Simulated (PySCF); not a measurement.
```xyz
3
charge 0 multiplicity 3, angstrom
S     0.0000    0.0000    0.0000
F     0.0000    0.0000    1.6650
F     0.0000    0.0000   -1.6650
```

Level of theory: UPBE0/[S def2-TZVP, F def2-TZVP], no relativity, density fitting, PySCF.

This geometry of SF2 is a stationary point at this level.

Question: What is the point group?

Answer: D∞h.

Question: Is it a minimum?

Answer: No: it has 2 imaginary modes (one degenerate set), at 194i cm⁻¹ (πu).

Question: List the harmonic modes with their infrared intensities.

Answer: 
```csv
symmetry,ω (cm⁻¹),"IR (km/mol, summed over degenerate members)",type
πu,194i,–,bend
σg+,600,0.0,stretch
σu+,724,558,stretch
```

Question: What are the dipole moment and the gap between the highest occupied and lowest empty levels of either spin?

Answer: 0.00 D and 4.37 eV.

Question: Give the atomic charges and bond orders.

Answer: 
```json
{"atom": "S1", "Mulliken": "0.50", "Löwdin": "0.47", "polar tensor": "1.19", "spin (Mulliken)": "1.64", "Mayer order to S1": "–"}
{"atom": "F2,3", "Mulliken": "-0.25", "Löwdin": "-0.23", "polar tensor": "-0.59", "spin (Mulliken)": "0.18", "Mayer order to S1": "0.95"}
```

In D∞h the vibrations span πu + σg+ + σu+. The σg+ mode carries no infrared intensity, as symmetry demands. With a centre of inversion only u modes can be infrared active and only g modes Raman active.

Other isomers or separated fragments may lie lower. At this level a singlet minimum of C2v symmetry lies 109 kJ/mol below this structure.
